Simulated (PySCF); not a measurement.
Input of a run (PBE0-D3(BJ)/def2-SVP geometry optimisation, gas phase (PySCF 2.14.0)), started from GFN2-xTB:
```
{"job": {"xc": "PBE0", "basis": "def2-SVP", "d3": "d3bj", "grid": 1, "kind": "geom"}, "charge": 0, "multiplicity": 2}
Si     1.297880    -0.134590     0.269390
Si    -0.948630     0.093710     0.012450
H      2.199620     0.930960    -0.170550
H      1.959400    -1.388620    -0.097950
H     -1.648930    -0.323950     1.235270
H     -1.282910     1.501470    -0.223360
H     -1.569750    -0.669180    -1.079400
```

Output (energies in Eh, forces in Eh/bohr):
```
step   0  E = -581.49284172  max force = 0.012131
step   1  E = -581.49606072  max force = 0.007647
step   2  E = -581.49652092  max force = 0.002665
step   3  E = -581.49665280  max force = 0.000755
step   4  E = -581.49668371  max force = 0.000827
step   5  E = -581.49677893  max force = 0.000606
step   6  E = -581.49687918  max force = 0.001267
step   7  E = -581.49706578  max force = 0.002623
step   8  E = -581.49718726  max force = 0.002032
step   9  E = -581.49731578  max force = 0.000288
step  10  E = -581.49731758  max force = 0.000096
optimisation converged
```

Problem. Summarise the run.

Solution. The energy falls by 0.122 eV over 11 energy and gradient evaluations, the largest force component goes from 0.0121 to 9.6e-05 Eh/bohr, and the atoms move by 0.345 Å rms after alignment. The bond that changes most is Si1–Si2 (ends: silicon bonded to Si and 2 H; silicon bonded to Si and 3 H), which lengthens by 0.058 Å. Bonds longer at the end by more than 0.005 Å: 6 of 6; shorter: 0. Among the angles that change most is Si2–Si1–H3, from 120.1° to 114.2°. Among the dihedrals that turn most is H3–Si1–Si2–H5, from -135° to -175°. The energy never rose by more than 1e-6 Eh on the way. The first step brought 72 % of the lowering.

Problem. What are the final bond lengths?

Solution. Si1–Si2 2.331 Å, Si1–H3 1.496 Å, Si1–H4 1.496 Å, Si2–H5 1.495 Å, Si2–H6 1.495 Å, Si2–H7 1.498 Å. Numbering counts from 1 in the input's order; the species is `[SiH2][SiH3]` [radical].

The run used 61 basis functions and 67 SCF cycles in all. Hardware: an Arm Neoverse V2 with one thread (shared host). Cost: 14 s wall.

No frequency check. ⟨S²⟩ = 0.754 (exact for a doublet: 0.75).
